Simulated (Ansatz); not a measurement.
The first iterations of a band of C$_{2}$H$_{5}$N (8 atoms, charge 0, multiplicity 1).

Level of theory: Ansatz, RKS B3LYP/cc-pVDZ.

- movable images: 7
- climbing image: yes
- spring: 5.0 eV/Å²
- optimiser: quadratic models (default)
- start path: through a guess of the saddle point
- force threshold: 0.05 eV/Å
- iteration limit: 60
- end points: relaxed

First end point:

```xyz
8
Properties=species:S:1:pos:R:3
C -0.475 0.596 -0.317
C 0.667 -0.177 0.285
N 0.709 -1.410 0.600
H -0.172 1.041 -1.282
H -1.358 -0.042 -0.482
H -0.760 1.437 0.340
H 1.585 0.410 0.475
H -0.197 -1.856 0.381
```

Last end point:

```xyz
8
Properties=species:S:1:pos:R:3
C -0.521 0.731 -0.361
C 0.384 -0.270 0.317
N 0.323 -1.509 0.028
H -0.363 0.710 -1.452
H -1.578 0.472 -0.184
H -0.343 1.755 0.001
H 1.088 0.145 1.067
H 1.009 -2.035 0.586
```

| iteration | highest image above the first end (eV) | largest band force component (eV/Å) |
| --- | --- | --- |
| 1 | 6.351 | 31.293 |
| 2 | 1.749 | 3.916 |
| 3 | 1.780 | 2.440 |
| 4 | 1.769 | 2.017 |
| 5 | 1.517 | 2.206 |

Question: Does the band converge within its limit, and where does its top end?

Answer: It converged. It ended after 15 iterations with the highest image 1.347 eV above the first end. A vibrational analysis at the climbing image gives 2 clearly imaginary modes (1188i, 176i cm⁻¹): a point of higher order, so a lower path passes nearby.

Time of the run: 2.8 min on 1 CPU thread of a shared host.
